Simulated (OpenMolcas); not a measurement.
## How basis sets differ on AlSiNH8 (SMILES [AlH3-][NH2+][SiH3])

AlSiNH8 has 11 atoms, charge 0, and is taken as a singlet. SMILES: `[AlH3-][NH2+][SiH3]`. The coordinates come from a PBE0-D4/def2-TZVP relaxation.

Each level gives the HOMO–LUMO gap (eV). The values are calculated.

| level | kind | program | value (eV) |
| --- | --- | --- | --- |
| HF/STO-3G | Hartree–Fock | OpenMolcas | 19.11 |
| HF/3-21G | Hartree–Fock | OpenMolcas | 13.36 |
| HF/ANO-RCC-VDZ (DKH2) | Hartree–Fock | OpenMolcas | 12.23 |
| HF/def2-SVP | Hartree–Fock | OpenMolcas | 13.40 |

The values span 12.23 to 19.11 eV. A Hartree–Fock LUMO above zero doesn't converge with the basis: it sinks as sets grow more diffuse. Orbital gaps aren't excitation energies.
